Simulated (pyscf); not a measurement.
Single points on ωB97X-D3(BJ)/def2-SVP structures (PySCF, gas phase). MP2 and CC: frozen core, UHF for open shells. ΔMP2 is the change of the MP2 total energy from the triple- to the quadruple-zeta basis.

Q: Estimate the classical barrier height and the reaction energy of H₃C–CH₂–BH–OH (SMILES CCBO) -> H₂B–OH (SMILES BO) + H₂C=CH₂ (SMILES C=C) at CCSD(T)/def2-TZVPP + ΔMP2(QZVPP). The step runs on the singlet surface, breaks B–C, C–H and forms B–H; take the reactant's lowest minimum found as zero.

A: ΔE‡ = 49.0 kcal/mol, ΔE = +35.5 kcal/mol. Zero-point energy shifts the barrier by -2.2 kcal/mol. It is an elimination, with an imaginary mode of 499i cm⁻¹. At the saddle there is also a short B–C contact that neither side keeps. H₃C–CH₂–BH–OH lies 13.7 kcal/mol over its isomer H₃C–B(CH₃)–OH, and others may lie lower still (electronic energy, ωB97M-D3(BJ)). This is the saddle that the search found; another between the same sides may lie lower. The CCSD(T) − MP2 part came from Ansatz, without density fitting, on the same reference.
